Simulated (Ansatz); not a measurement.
A calculation with Ansatz (development build ahead of 0.2.0).

```yaml
crystal:
  periodic: [false, false, false]
  atoms:
    - { symbol: C, position_ang: [0.0, 0.0, 0.0] }
    - { symbol: C, position_ang: [0.0, 0.0, 1.33318] }
    - { symbol: H, position_ang: [0.93, 0.02, -0.56] }
    - { symbol: H, position_ang: [-0.92, 0.0, -0.57] }
    - { symbol: H, position_ang: [0.91, 0.0, 1.89318] }
    - { symbol: H, position_ang: [-0.93, 0.03, 1.90318] }
basis:
  gaussian: { orbitals: cc-pVDZ }
magnetization:
  spin_polarized: true
hamiltonian:
  xc: hf
output:
  forces: true
```

The input is written out in the form of the current development build from the run's settings.

The run gave:

- Converged: yes
- Total energy: -78.03966 hartree
- Spin squared of the determinant: 0.000
- Stability test: minimum

Forces (eV/Å):
| atom | Fx | Fy | Fz |
| --- | --- | --- | --- |
| C1 | 0.140 | 0.067 | 0.852 |
| C2 | -0.765 | 0.122 | -0.995 |
| H3 | -0.080 | -0.099 | 0.005 |
| H4 | -0.037 | 0.020 | -0.027 |
| H5 | 0.517 | 0.007 | 0.314 |
| H6 | 0.226 | -0.117 | -0.149 |
